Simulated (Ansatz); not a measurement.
# Copper, fcc: convergence with the plane-wave cutoff

Computed with Ansatz, r²SCAN, scalar-relativistic PAW, on the relaxed cell (a = 3.576 Å; spin not included). Errors count from a run at 500 eV on a Γ-centred 25×25×25 mesh with Fermi-Dirac smearing of 0.1 eV, extrapolated to zero width. Fixed here: mesh 15×15×15, Fermi-Dirac width 0.1 eV. The pressure holds a Pulay correction and is unreliable far below the recommended cutoff. The SCF starts from atomic densities corrected by a trained network.

| cutoff (eV) | E(σ→0) error (meV/atom) | P (GPa) | SCF iterations |
| --- | --- | --- | --- |
| 150 | 91087.4 | 108.57 | 9 |
| 200 | 15330.5 | -15.09 | 7 |
| 250 | 2472.6 | 1.69 | 7 |
| 300 | 245.2 | 2.51 | 6 |
| 420 | 3.0 | 0.02 | 6 |
| 500 | -0.2 | -0.03 | 7 |
| 600 | -0.8 | -0.02 | 7 |
| 800 | -1.1 | -0.03 | 7 |

Q: What does the run at 350 give (cutoff)?

A: E(σ→0) error (meV/atom): 12.6; P (GPa): 0.19; SCF iterations: 7.

Within 5 meV/atom of the last row: from 420 eV on.
